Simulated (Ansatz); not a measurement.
**[SiH3···H···Br], doublet in cc-pVDZ: errors against UCCSDT(Q)**

Geometry: a point of a hydrogen-transfer path between rigid fragments, not a stationary point.

```xyz
6

Si   -2.4509    0.0000    0.0000
H    -2.9457    1.3997    0.0000
H    -2.9457   -0.6999    1.2122
H    -2.9457   -0.6999   -1.2122
H    -0.9663    0.0000    0.0000
Br    0.9851    0.0000    0.0000
```

Basis cc-pVDZ; Ansatz 0.2.0. Correlated methods freeze the noble-gas cores and the filled d shells of p-block atoms, which leaves 15 electrons in 46 orbitals. Prefix R: restricted or restricted open-shell reference; prefix U: unrestricted. Active spaces: valence = (15e, 12o) chosen from the atoms' valence shells. No spin–orbit coupling is included, and no scalar relativity.

Full CI isn't at hand for all of this; UCCSDT(Q) serves as the reference, and is uncertain by about the last step of the cluster series. The frozen core follows each run's orbitals, which can shift R against U totals by a few meV for light atoms and by up to 0.1 eV past Ca.

The UHF ⟨S²⟩ is 0.762, the T1 diagnostic (RCCSD) is 0.0163 and the largest doubles amplitude (RCCSD) is 0.037. The T1 diagnostic (UCCSD) is 0.0119.

Problem. From what is known of these methods and the diagnostics, rank them by the size of their error in total energy against UCCSDT(Q) in cc-pVDZ, smallest first (an estimate: the text doesn't fix the numbers).
A. UHF
B. UCCSDT
C. UCCSD(T)
D. UCCSD
E. UMP2

Solution. B (0.7 kJ/mol), C (2.9 kJ/mol), D (14.1 kJ/mol), E (129.2 kJ/mol), A (703.7 kJ/mol).

All errors are against UCCSDT(Q) in cc-pVDZ. Within each family the higher level lies nearer, as is usual though not guaranteed.

Natural occupations of CASSCF (valence space) about the gap: 1.986 1.978 1.977 1.977 1.001 0.029 0.018 0.018 0.018; effectively unpaired electrons, Σ n²(2−n)², 1.01.
